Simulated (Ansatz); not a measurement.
# CHS (quartet): wave-function methods side by side, def2-TZVPP

One table from this session's results is given with a row withheld; the runs are named, their logs left out.

Program: Ansatz 0.2.0, Gaussian basis. Level of theory: def2-TZVPP, core rule «outside noble gas», up to 6 orbitals frozen. These are calculated values, not measurements.

The runs, in order: UHF; ROHF; CCSD(T) on UHF.

2 further runs of the same task are left out: 2 set aside as unsound or not needed.

**The geometry**

The geometry is a PBE0/def2-TZVP stationary point (not a proven minimum) of the parent state, kept for this charge and spin.

3 atoms, charge 0, spin multiplicity 4.

Atoms are counted from 1 here; the program's logs count them from 0.

Bond lengths: C1–S2 1.638 Å, S2–H3 1.374 Å. Angles: C1–S2–H3 103.4°.

Set-up of the first run:

in.yaml

```yaml
crystal:
  periodic: [false, false, false]
  atoms:
    - {symbol: C, position_ang: [0.000000, 0.080818, 1.206103]}
    - {symbol: S, position_ang: [0.000000, -0.069018, -0.424614]}
    - {symbol: H, position_ang: [0.000000, 1.232583, -0.864020]}
basis:
  gaussian: {orbitals: def2-TZVPP}
magnetization: {spin_polarized: true, initial_magnetization: 3}
hamiltonian: {xc: hf}
output: {orbitals: {seedname: orbitals}}
```

Launch:

```sh
$ ansatz run in.yaml --threads 1 --pin off --events-out ev --progress --plain --max-ram 4096MiB --backend cpu
```

Steps of the session up to this table: UHF; ROHF; CCSD(T) on UHF.

One table of the session follows, with a row left open; its other results are not shown here.

| method | from UCCSD(T) (meV) |
| --- | --- |
| ROHF | +8096.0 |
| UHF | +7923.0 |
| UMP2 | ? |
| UCCSD | +336.8 |
| UCCSD(T) | 0 |

Q: Estimate the row for UMP2 from the others.

As computed: from UCCSD(T) (meV): +1225.3. In the column «from UCCSD(T) (meV)» it lies between UCCSD (+336.8) and UHF (+7923.0).
